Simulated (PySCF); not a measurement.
A made-up structure of SiH₂S₂, singlet:

S1  (2.901, -1.451, 0.511)
Si2  (-0.503, -0.297, -0.185)
S3  (1.570, 0.013, -0.194)
H4  (-0.723, -1.428, -1.116)
H5  (1.498, 1.033, 0.681)
(Å)

It is relaxed with PBE-D4/def2-SVP and then PBE0-D4/def2-TZVP (PySCF 2.14 with density fitting (its default auxiliary sets; JK sets also for MP2 and CCSD(T))). Atoms count as bonded within 1.22 times the sum of their covalent radii (H–H: 0.88 Å). The end point is not checked to be a true minimum.

(1) Does its bonding change? (Judge from chemistry; the calculation decides.)

Answers

(1) The calculation gives: No: no bond forms or breaks.

Where it ends: The first stage lowers the energy by 0.75 eV in 15 steps. It ends as SiH₂S₂ ([SiH][SH][S]):
S1  (2.952, -1.274, 0.053)
Si2  (-0.678, -0.146, -0.379)
S3  (1.347, -0.182, 0.187)
H4  (-0.457, -1.489, -1.051)
H5  (1.575, 0.958, 0.878)
(Å)

Labels in which every atom is bracketed show which atoms are joined, not bond orders.

For scale, one of the runs: PBE0-D4/def2-TZVP relaxation, 123 basis functions, launched by `OMP_NUM_THREADS=2 python run.py`. Time: 72 s of wall clock on 2 CPU threads of a Oxide Virtual Turin-like; the host was shared. Peak host memory: 1.2 GiB.
